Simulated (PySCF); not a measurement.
Glyoxal, C2H2O2.
Atom-mapped SMILES: `[O:1]=[CH:2][CH:3]=[O:4]` (hydrogens: H5 on C2; H6 on C3)

Computed by this run: B3LYP/6-31+G* geometry optimisation, gas phase (PySCF 2.14.0); density fitting, grid level 1; the optimiser is geomeTRIC in internal coordinates, started from a GFN2-xTB structure.

Step 0: E = -6199.5180 eV
```
atom  x, y, z in Å  |  force x, y, z in eV/Å
O1      1.3933   -0.3163    0.9752    0.481  -0.257   1.081
C2      0.7568   -0.0568   -0.0048   -0.276   0.306  -1.338
C3     -0.7559    0.0575   -0.0033    0.279  -0.309   1.338
O4     -1.3944    0.3193   -0.9813   -0.478   0.259  -1.080
H5      1.2150    0.1217   -0.9935    0.168   0.023  -0.159
H6     -1.2117   -0.1235    0.9862   -0.173  -0.022   0.159
```

Task: Estimate the geometry and energy of step 1. (The exact step hangs on the optimiser's Hessian estimate; all steps are aligned on step 0, rigid shifts and turns removed.)

Result: E = -6199.5465 eV, largest force 0.231 eV/Å
```
atom  x, y, z in Å  |  force x, y, z in eV/Å
O1      1.3922   -0.3180    0.9799    0.017   0.029  -0.070
C2      0.7623   -0.0533   -0.0216   -0.063  -0.055   0.215
C3     -0.7613    0.0536    0.0141    0.062   0.057  -0.214
O4     -1.3915    0.3197   -0.9867   -0.016  -0.030   0.070
H5      1.2338    0.1237   -1.0064    0.002   0.012  -0.042
H6     -1.2324   -0.1238    0.9991   -0.002  -0.013   0.042
```

The energy changes by -0.0285 eV. The first-order estimate −F·Δx gives -0.0655 eV and the mean of the old and new forces, exact on a quadratic surface, -0.0287 eV. The step makes an angle of 55° with the force vector and moves no atom by more than 0.024 Å.

What follows is the cost of the whole optimisation. Time: 6.8 s of wall time; peak memory 0.38 GiB. Hardware: Arm Neoverse V1, one thread, shared host.
